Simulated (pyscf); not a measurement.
## Four-centre exchange: H₃C–Si:–CH₃ [singlet] + HCl → CH₄ + H₃C–Si:–Cl [singlet]

Gas phase, singlet surface, charge 0. Bonds broken: C1–Si2, Cl10–H11. Bonds formed: C1–H11, Si2–Cl10. Optimised with ωB97X-D3(BJ)/def2-SVP in PySCF. MP2 and CC: frozen core, UHF for open shells. ΔMP2 is the change of the MP2 total energy from the triple- to the quadruple-zeta basis.

Transition state (Å):

```xyz
11

C     -2.2899     0.7035     0.0383
Si    -0.3687     1.4326    -0.0550
C      0.4426    -0.2428    -0.4807
H     -2.2950     0.5251    -1.0528
H     -2.6264    -0.2616     0.4655
H     -3.0363     1.4795     0.2612
H      0.0107    -1.1178     0.0305
H      0.3521    -0.3983    -1.5722
H      1.5208    -0.2051    -0.2527
Cl    -0.4577     0.8579     2.3624
H     -1.4610     0.6439     1.2938
```

One imaginary mode, 959i cm⁻¹; descent along it reached the two sides named, in the forms told below.

| bond | change | reactant side (Å) | saddle | product side |
|---|---|---|---|---|
| C1–Si2 | breaks | 1.919 | 2.057 | 3.3 |
| Cl10–H11 | breaks | 1.287 | 1.481 | 3.0 |
| C1–H11 | forms | 3.2 | 1.506 | 1.100 |
| Si2–Cl10 | forms | 2.8 | 2.486 | 2.107 |

Electronic energies relative to the separated reactants (kcal/mol):

```tsv
level	barrier	reaction energy	reverse barrier
ωB97X-D3(BJ)/def2-TZVP	3.9	-37.0	40.9
PBE/def2-TZVP	-1.2	-36.8	35.6
r²SCAN/def2-TZVP	-0.2	-37.3	37.1
B3LYP-D3(BJ)/def2-TZVP	4.1	-37.3	41.4
PBE0-D3(BJ)/def2-TZVP	0.2	-36.2	36.4
M06-2X/def2-TZVP	4.1	-37.0	41.1
ωB97M-D3(BJ)/def2-TZVP	5.2	-36.3	41.5
HF/def2-TZVP	25.1	-37.6	62.7
MP2/def2-QZVPP	3.6	-36.2	39.9
CCSD/def2-TZVPP	12.0	-34.4	46.4
CCSD(T)/def2-TZVPP	8.6	-34.5	43.1
CCSD(T)/def2-TZVPP + ΔMP2(QZVPP)	7.9	-34.9	42.8
```

With CCSD(T)/def2-TZVPP + ΔMP2(QZVPP) energies and thermal terms (ideal gas, 1 atm, RRHO with modes under 100 cm⁻¹ raised to 100, one conformer, R ln 2 for chiral ones without a mode under 150 cm⁻¹), in kcal/mol:

```tsv
T (K)	ΔH‡	ΔG‡	ΔH	ΔG
298	7.6	17.9	-32.9	-32.8
600	7.4	28.5	-33.6	-32.4
900	7.7	38.9	-34.3	-31.6
1200	8.1	49.3	-34.9	-30.7
```

On the reactant side the descent ends in a complex, 5.6 kcal/mol under the separated species and 9.4 kcal/mol under the saddle at ωB97X-D3(BJ)/def2-TZVP. At PBE, r²SCAN the saddle lies under the separated reactants, which points to a path from their complex (located at ωB97X-D3(BJ) alone). H₃C–Si:–CH₃ [singlet] lies 7.4 kcal/mol over its isomer H₂C=CH–SiH₃ (electronic energy, ωB97M-D3(BJ)). This is the saddle that the search found; another between the same sides may lie lower. The CCSD(T) − MP2 part came from Ansatz, without density fitting, on the same reference.
